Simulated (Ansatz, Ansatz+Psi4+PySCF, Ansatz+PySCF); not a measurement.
```yaml
atoms:
  - { symbol: Si, position_ang: [-0.0073, 0.0036, 0.0735] }
  - { symbol: H, position_ang: [-0.0095, 1.4146, -0.3670] }
  - { symbol: H, position_ang: [1.2283, -0.7122, -0.3630] }
  - { symbol: H, position_ang: [-1.2252, -0.6974, -0.3666] }
```

Basis set: cc-pVTZ on H; cc-pV(T+d)Z on Si (spherical functions). Frozen core: 5 orbitals. Charge 0, multiplicity 2.

Computed with Ansatz (development build ahead of 0.2.0); each method stands on the lowest determinant of its kind that the runs found.

(1) Give the atomization energy at this shape (free ground-state atoms in the same class of orbitals less the molecule, no zero-point energy) of doublet SiH₃ by UHF-CCSD(T), UHF-MP2.

Results:

(1)

```json
{"method": "UHF-CCSD(T)", "atomization energy": "933.6 kJ/mol"}
{"method": "UHF-MP2", "atomization energy": "910.4 kJ/mol"}
```
